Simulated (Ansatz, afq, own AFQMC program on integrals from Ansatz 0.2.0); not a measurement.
AFQMC on a folder of integrals that Ansatz 0.2.0 wrote.

```yaml
crystal:
  periodic: [false, false, false]
  atoms:
    - {symbol: F, position_ang: [0.000000, 0.000000, 0.000000]}
basis:
  gaussian: {orbitals: def2-TZVPP}
magnetization: {spin_polarized: true, initial_magnetization: 1}
correlation: {method: ccsd_t, electrons: outside_noble_gas, hamiltonian_folder: ham}
```

```sh
$ ansatz run in.yaml --threads 1 --pin off --events-out ev --progress --plain --max-ram 24576MiB --backend cuda --devices 0, --max-vram 18GiB
```

Options of the walk:

```
--method phaseless --trial cisd --walkers 4000 --populations 20 --least-time 60 --time-step 0.005 --steps-per-block 50 --equilibration-blocks 28 --max-blocks 4000 --target-error 0.0001 --factor-cut 1e-05 --start spin_pure --seed 1548 --release-times 0.24,0.5,1,1.5 --release-step 0.02 --release-every 3 --taylor-order 6
```

Times are imaginary, in 1/Eh. The walk had a cap of 122 s. With eight or more populations the least sampling time is a fifth of least-time, and the error comes from their spread.

Log:

```
orbitals 30  electrons 4 3  factors 205 of 205
reference energy -99.41179850 Eh
CCSD correlation -0.20982300 Eh in 7 cycles, weight of the determinant in the CISD state 0.9644
energy of the start -99.621576 Eh
 block  time / (1/Eh)  mean weight  energy / Eh
     1     0.250  0.9999  -99.622733
     2     0.500  1.0006  -99.623689
     3     0.750  1.0003  -99.624418
     4     1.000  1.0004  -99.624829
     5     1.250  1.0000  -99.625068
    12     3.000  1.0005  -99.625752
    19     4.750  1.0004  -99.625099
    26     6.500  1.0001  -99.625013
    33     8.250  0.9990  -99.625075
    40    10.000  1.0001  -99.625062
    47    11.750  0.9995  -99.625126
    50    12.500  0.9997  -99.628443
    54    13.500  0.9998  -99.625226
    59    14.750  1.0005  -99.624742
    61    15.250  0.9999  -99.625000
    68    17.000  1.0005  -99.625348
    75    18.750  0.9999  -99.625363
    78    19.500  0.9999  -99.625758
error from the spread of 20 populations
released: time / (1/Eh)  energy / Eh  error  mean overlap
  0.24  -99.625272  0.000037  0.9976
  0.50  -99.625222  0.000036  0.9978
  1.00  -99.625312  0.000042  0.9942
  1.50  -99.625292  0.000063  0.9931
energy -99.625241 +/- 0.000077 Eh
(rows thinned)
```

The run passed its tests (sampling time, drift between the halves within three errors, error under three times the target), which doesn't prove that it has relaxed.

Against this walk (error 2.1 meV) on the same determinant: CCSD(T) 5.0 meV higher, CCSDT(Q) 3.1 meV lower (within the noise), CCSDTQ 3.0 meV lower (within the noise). The error is statistical and leaves out the bias of the constraint. Released to 1.50 1/Eh the energy moves by -1 ± 3 meV (both errors), within twice the noise.

Cautions: constraint bias not in the error.

The walk took 36 s on 1 × NVIDIA H100 80GB HBM3 with 2 threads of AMD EPYC 7R13 Processor (Zen 3) (shared host) (the card was shared). The log's last line is the phaseless energy.

CCSDT and higher add their correlation energy to the determinant of the CCSD(T) run, since their own runs factorise the integrals more tightly (a shift of under 2 meV). A walk keeps the symmetry of its determinant, which the program's search chose and which needn't be the lowest solution, so a lower state of the same spin and another symmetry isn't excluded.
